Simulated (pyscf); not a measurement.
PySCF, gas phase, ωB97X-D3(BJ)/def2-SVP geometries.

Q: Estimate the classical barrier height and the reaction energy of `[F][CH2][SiH3]` + `[F][SiH3]` → `[SiH3][SiH3]` + `[F][CH2][F]` at ωB97M-D3(BJ)/def2-TZVP. The step runs on the singlet surface, breaks C–Si, F–Si and forms Si–Si, C–F; take the separated reactants as zero.

A: ΔE‡ = 110.1 kcal/mol, ΔE = +36.2 kcal/mol. Zero-point energy shifts the barrier by -0.5 kcal/mol. It is a four-centre exchange, with an imaginary mode of 652i cm⁻¹. The same reactants have a lower exit, to •H₂C–F + SiH₃• + F–SiH₃ (no saddle counted: cutting one bond costs +86.0 kcal/mol at ωB97M-D3(BJ)/def2-TZVP, against +110.1 kcal/mol here). One saddle was located; it need not be the lowest between these sides. A restricted solution here is unstable towards spin polarisation, so biradical character is likely and single-reference numbers are less safe.
